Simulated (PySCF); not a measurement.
## `CCS(=O)(=O)O`: 4 charge schemes on one density

Compound: C2H6O3S.
Geometry (PBE0-D3(BJ)/def2-SVP, Å), atoms numbered from 1 in this order:
```
atom  x, y, z in Å
C1     1.4372    0.4152   -0.3724
C2     0.5014   -0.4003    0.4917
S3    -1.1919    0.1552    0.3942
O4    -1.2200    1.5956    0.5146
O5    -2.0221   -0.7010    1.2244
O6    -1.5511   -0.2067   -1.1536
H7     1.1707    0.3237   -1.4350
H8     1.3890    1.4767   -0.0940
H9     2.4704    0.0627   -0.2423
H10    0.4758   -1.4686    0.2315
H11    0.7340   -0.3202    1.5654
H12   -2.1935   -0.9323   -1.1244
```

Density: PBE0/pcSseg-1 (PySCF); schemes: Mulliken, IAO, Hirshfeld and ESP-fitted. Geometry: PBE0-D3(BJ)/def2-SVP, one conformer, isolated molecule.

**Question.** For which atoms does the sign change between the 4 schemes (beyond +0.03 e in one, beyond −0.03 e in another)?

**Answer.** For none.

**Question.** Do the Mulliken, IAO, Hirshfeld and ESP-fitted schemes agree on where the charge is highest?

**Answer.** All schemes agree: Mulliken S3 (+1.161); IAO S3 (+2.127); Hirshfeld S3 (+0.559); ESP-fitted S3 (+1.021).

**Question.** What partial charge does each atom carry?

**Answer.** In e:

```json
{"atom": "C1", "environment": "methyl carbon", "Mulliken": "-0.297", "IAO": "-0.421", "Hirshfeld": "-0.113", "ESP-fitted": "-0.250"}
{"atom": "C2", "environment": "sp3 carbon bound to sulfur", "Mulliken": "-0.397", "IAO": "-0.454", "Hirshfeld": "-0.069", "ESP-fitted": "-0.124"}
{"atom": "S3", "environment": "sulfonyl sulfur", "Mulliken": "+1.161", "IAO": "+2.127", "Hirshfeld": "+0.559", "ESP-fitted": "+1.021"}
{"atom": "O4", "environment": "sulfonyl oxygen", "Mulliken": "-0.507", "IAO": "-0.849", "Hirshfeld": "-0.299", "ESP-fitted": "-0.467"}
{"atom": "O5", "environment": "sulfonyl oxygen", "Mulliken": "-0.537", "IAO": "-0.872", "Hirshfeld": "-0.321", "ESP-fitted": "-0.541"}
{"atom": "O6", "environment": "hydroxyl oxygen", "Mulliken": "-0.465", "IAO": "-0.732", "Hirshfeld": "-0.210", "ESP-fitted": "-0.561"}
{"atom": "H7", "environment": "methyl hydrogen", "Mulliken": "+0.142", "IAO": "+0.156", "Hirshfeld": "+0.045", "ESP-fitted": "+0.098"}
{"atom": "H8", "environment": "methyl hydrogen", "Mulliken": "+0.152", "IAO": "+0.164", "Hirshfeld": "+0.048", "ESP-fitted": "+0.098"}
{"atom": "H9", "environment": "methyl hydrogen", "Mulliken": "+0.138", "IAO": "+0.155", "Hirshfeld": "+0.054", "ESP-fitted": "+0.097"}
{"atom": "H10", "environment": "methylene hydrogen", "Mulliken": "+0.162", "IAO": "+0.169", "Hirshfeld": "+0.057", "ESP-fitted": "+0.079"}
{"atom": "H11", "environment": "methylene hydrogen", "Mulliken": "+0.179", "IAO": "+0.175", "Hirshfeld": "+0.064", "ESP-fitted": "+0.112"}
{"atom": "H12", "environment": "hydroxyl hydrogen", "Mulliken": "+0.269", "IAO": "+0.383", "Hirshfeld": "+0.185", "ESP-fitted": "+0.437"}
```

Mean size of the charges over all atoms: IAO 0.555 e, Mulliken 0.367 e, ESP-fitted 0.324 e, Hirshfeld 0.169 e. Each set sums to the total charge, 0, to within 0.001 e. The ESP scheme fits charges at the nuclei, held to the total charge, to the electrostatic potential on points at 1.4 to 2.0 times the van der Waals radii. The Hirshfeld scheme divides the density at each point in proportion to the densities of the neutral, spherically averaged free atoms.

**Question.** Sum the charges by element, for elements with more than one atom.

**Answer.** 
```tsv
element	atoms	Mulliken	IAO	Hirshfeld	ESP-fitted
C	2	-0.693	-0.875	-0.182	-0.373
O	3	-1.510	-2.453	-0.829	-1.569
H	6	+1.042	+1.201	+0.452	+0.922
```

**Question.** How many electrons does the Mulliken scheme count on S3?

**Answer.** Z − q = 16 − (+1.161) = 14.839.

**Question.** How closely do the schemes follow one another over all atoms?

**Answer.** Correlation coefficient and root-mean-square difference: Mulliken with IAO 0.99, 0.325 e; Hirshfeld with ESP-fitted 0.99, 0.206 e; IAO with Hirshfeld 0.98, 0.554 e; Mulliken with Hirshfeld 0.98, 0.244 e; IAO with ESP-fitted 0.97, 0.373 e; Mulliken with ESP-fitted 0.97, 0.113 e.
